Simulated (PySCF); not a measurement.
A PySCF script (with the pyscf-properties extension) for the NMR shieldings of SMILES N, H3N, on a GFN2-xTB geometry:

```python
import basis_set_exchange as bse
import numpy as np
from pyscf import gto, dft
from pyscf.prop import nmr

atoms = """
N     0.005567    0.002694    0.269341
H     0.924501   -0.196064   -0.106804
H    -0.630350   -0.700539   -0.086466
H    -0.289484    0.898682   -0.098925
"""
names = dict.fromkeys(["N", "H"], "def2-SVP")
basis = {el: gto.basis.parse(bse.get_basis(n, elements=[el], fmt="nwchem")) for el, n in names.items()}
mol = gto.M(atom=atoms, basis=basis, charge=0, verbose=0)
mf = dft.RKS(mol, xc="GGA_XC_KT2")
mf.grids.level = 2
mf.grids.alignment = dft.numint.BLKSIZE   # the property module wants whole blocks of grid points
mf.conv_tol = 1e-9
mf.kernel()

calc = nmr.RKS(mf)   # GIAO
sigma = calc.kernel()   # uncoupled for a functional without exact exchange
for i, s in enumerate(sigma):   # ppm
    print("%2d %-2s %9.2f" % (i, mol.atom_pure_symbol(i), np.trace(s) / 3))
```

Task: Give the expected output.

Result: 
```
 0 N     270.29
 1 H      32.13
 2 H      32.12
 3 H      32.12
```

These numbers come from an equivalent density-fitted implementation of the same equations, which agrees with the script to about 0.01 ppm for H and up to a few tenths of a ppm for heavy atoms, so last digits may differ.

Size and cost of the density-fitted run: 29 basis functions, about 0.3 core-seconds.
